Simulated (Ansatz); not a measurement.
```yaml
crystal:
  periodic: [false, false, false]
  atoms:
    - {symbol: Cu, position_ang: [0.000000, 0.000000, 0.000000]}
    - {symbol: B, position_ang: [0.000000, 0.000000, 2.160000]}
basis:
  gaussian: {orbitals: def2-TZVP}
magnetization: {spin_polarized: true, initial_magnetization: 2}
hamiltonian: {xc: pbe0}
relax: {f_tol: 0.004, max_steps: 80}
```

```sh
$ ansatz run in.yaml --threads 1 --pin off --events-out ev --progress --plain --max-ram 2176MiB
```

Steps of the relaxation (energy above the last step; positions in Å, forces in eV/Å):

```
2
step 1, 232.2 meV
Cu    0.000    0.000    0.000    0.000    0.000    1.386
B     0.000    0.000    2.160    0.000    0.000   -1.386
```

```
2
step 2, 73.2 meV
Cu    0.000    0.000    0.066    0.000    0.000    0.964
B     0.000    0.000    2.094    0.000    0.000   -0.964
```

```
2
step 3, 48.5 meV
Cu    0.000    0.000    0.180    0.000    0.000   -1.140
B     0.000    0.000    1.980    0.000    0.000    1.140
```

```
2
step 5, 0.0 meV
Cu    0.000    0.000    0.134    0.000    0.000    0.004
B     0.000    0.000    2.026    0.000    0.000   -0.004
```

Close pairs at the end: Cu1–B2 1.893 Å.

A stationary point of unrestricted PBE0 after 5 steps, with ⟨S²⟩ = 2.017 against 2.00 for a pure state. 20 s on 1 thread of Arm Neoverse V2, shared host.
